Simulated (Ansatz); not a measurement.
A calculation with Ansatz (development build ahead of 0.2.0).

```yaml
crystal:
  periodic: [false, false, false]
  atoms:
    - { symbol: C, position_ang: [-0.93121, -0.08387, 0.0] }
    - { symbol: O, position_ang: [-0.71102, -1.27821, 0.0] }
    - { symbol: O, position_ang: [0.0, 0.88684, 0.0] }
    - { symbol: H, position_ang: [-1.92836, 0.3746, 0.0] }
    - { symbol: C, position_ang: [1.3569, 0.39729, 0.0] }
    - { symbol: H, position_ang: [1.98013, 1.28816, 0.0] }
    - { symbol: H, position_ang: [1.54112, -0.20617, 0.8894] }
    - { symbol: H, position_ang: [1.54112, -0.20617, -0.8894] }
basis:
  gaussian: { orbitals: cc-pVDZ }
hamiltonian:
  xc: hf
correlation:
  method: ccsd_t
  frozen_orbitals: { C: 1, H: 0, O: 1 }
scf:
  omitted_lower_state_checks: [stability, starts, atomic_configurations, cluster_reference, orbital_swaps, given_window_search, neighbouring_geometries, increment]
```

The input is written out in the form of the current development build from the run's settings.

The run gave:

```json
{
  "Converged": "yes",
  "Reference energy": "-227.80387 hartree",
  "CCSD correlation energy": "-0.66680 hartree",
  "Triples correction": "-0.02061 hartree",
  "Total energy": "-228.49128 hartree",
  "Spin squared of the determinant": "0.000",
  "T1 diagnostic": "0.016",
  "Largest doubles amplitude": "0.06",
  "Occupied orbitals by symmetry in an Abelian subgroup (alpha; beta)": "13 A' 3 A''; 13 A' 3 A''"
}
```
